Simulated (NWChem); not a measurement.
System: formaldehyde (CH2O); SMILES C=O

Input file for NWChem:

```
start job
memory heap 200 mb stack 900 mb global 1100 mb
geometry units angstroms noautoz
  C      0.000000     0.000000     0.520248
  O      0.000000     0.000000    -0.675823
  H      0.000000    -0.944428     1.122116
  H      0.000000     0.944428     1.122116
end
basis spherical
  * library def2-tzvpd
end
dft
  xc slater vwn_5
  iterations 150
  mulliken
end
task dft energy
```

Output (shortened):

```
             Northwest Computational Chemistry Package (NWChem) 7.3.0
             --------------------------------------------------------

 C2V symmetry detected

                             Geometry "geometry" -> ""
                             -------------------------

 Output coordinates in angstroms (scale by  1.889725989 to convert to a.u.)

  No.       Tag          Charge          X              Y              Z
 ---- ---------------- ---------- -------------- -------------- --------------
    1 C                    6.0000     0.00000000     0.00000000     0.52280200
    2 O                    8.0000     0.00000000     0.00000000    -0.67326900
    3 H                    1.0000     0.00000000    -0.94442800     1.12467000
    4 H                    1.0000     0.00000000     0.94442800     1.12467000

 Effective nuclear repulsion energy (a.u.)      31.3560320609

      Symmetry information
      --------------------

 Group name             C2v
 Group number             16
 Group order               4
 No. of unique centers     3

                                 NWChem DFT Module
                                 -----------------

 Summary of "ao basis" -> "ao basis" (spherical)
 ------------------------------------------------------------------------------
       Tag                 Description            Shells   Functions and Types
 ---------------- ------------------------------  ------  ---------------------
 C                         def2-tzvpd               13       37   6s3p3d1f
 O                         def2-tzvpd               14       40   6s4p3d1f
 H                         def2-tzvpd                5        9   3s2p

      Symmetry analysis of basis
      --------------------------

        a1         42
        a2         10
        b1         19
        b2         24

            General Information
            -------------------
          SCF calculation type: DFT
          Wavefunction type:  closed shell.
          No. of atoms     :     4
          No. of electrons :    16
           Alpha electrons :     8
            Beta electrons :     8
          Charge           :     0
          Spin multiplicity:     1
          Use of symmetry is: on ; symmetry adaption is: on
          Maximum number of iterations: 150
          AO basis - number of functions:    95
                     number of shells:    37
          Convergence on energy requested:  1.00D-06
          Convergence on density requested:  1.00D-05
          Convergence on gradient requested:  5.00D-04

              XC Information
              --------------
                        Slater Exchange Functional  1.000 local
                      VWN V Correlation Functional  1.000 local

             Grid Information
             ----------------
          Grid used for XC integration:  medium
          Radial quadrature: Mura-Knowles
          Angular quadrature: Lebedev.
          Tag              B.-S. Rad. Rad. Pts. Rad. Cut. Ang. Pts.
          ---              ---------- --------- --------- ---------
          C                   0.70       49           9.0       434
          O                   0.60       49           9.0       434
          H                   0.35       45          10.0       434
          Grid pruning is: on
          Number of quadrature shells:   143
          Spatial weights used:  Erf1

      Superposition of Atomic Density Guess
      -------------------------------------

 Sum of atomic energies:        -113.45537839

      Non-variational initial energy
      ------------------------------

 Total energy =    -114.136369
 1-e energy   =    -216.156666
 2-e energy   =      70.664265
 HOMO         =      -0.329920
 LUMO         =      -0.044770

      Symmetry analysis of molecular orbitals - initial
      -------------------------------------------------

  Numbering of irreducible representations:

     1 a1          2 a2          3 b1          4 b2

  Orbital symmetries:

     1 a1          2 a1          3 a1          4 a1          5 b2
     6 a1          7 b1          8 b2          9 b1         10 a1
    11 a1         12 b2         13 b1         14 a1         15 b2
    16 a1         17 a2         18 b1

     ---------------------------------------------
      Total Density - Mulliken Population Analysis
     ---------------------------------------------

    Atom       Charge   Shell Charges
 -----------   ------   -------------------------------------------------------
    1 C    6     5.59   0.86  1.12  0.55  0.62  0.16  0.00  0.96  0.91  0.26  0.04  0.06  0.04  0.01
    2 O    8     8.73   0.79  1.18  0.61  0.95  0.31  0.01  2.00  2.08  0.75  0.01  0.00  0.02  0.00  0.00
    3 H    1     0.84   0.24  0.48  0.09  0.02  0.02
    4 H    1     0.84   0.24  0.48  0.09  0.02  0.02

   convergence    iter        energy       DeltaE   RMS-Dens  Diis-err
 ---------------- ----- ----------------- --------- --------- ---------
 d= 0,ls=0.0,diis     1   -113.5341305761 -1.45D+02  1.43D-02  1.45D+00
 d= 0,ls=0.0,diis     2   -112.8430473025  6.91D-01  1.03D-02  7.65D+00
 d= 0,ls=0.0,diis     3   -113.6213694354 -7.78D-01  1.70D-03  2.29D-01
 d= 0,ls=0.0,diis     4   -113.6387315142 -1.74D-02  8.69D-04  2.10D-02
 d= 0,ls=0.0,diis     5   -113.6409204188 -2.19D-03  2.18D-04  1.41D-03
  Resetting Diis
 d= 0,ls=0.0,diis     6   -113.6410901359 -1.70D-04  5.69D-05  5.57D-05
 d= 0,ls=0.0,diis     7   -113.6410974574 -7.32D-06  2.47D-06  3.98D-08
 d= 0,ls=0.0,diis     8   -113.6410974536  3.83D-09  1.50D-06  7.01D-08

         Total DFT energy =     -113.641097453595
      One electron energy =     -217.517193646990
           Coulomb energy =       86.253755064735
    Exchange-Corr. energy =      -13.733690932213
 Nuclear repulsion energy =       31.356032060874

 Numeric. integr. density =       16.000001334111

                  Occupations of the irreducible representations
                  ----------------------------------------------

[...]
```

Level: LDA (Slater exchange, VWN5)/def2-TZVPD. Geometry: optimised at PBE0/def2-SVP.
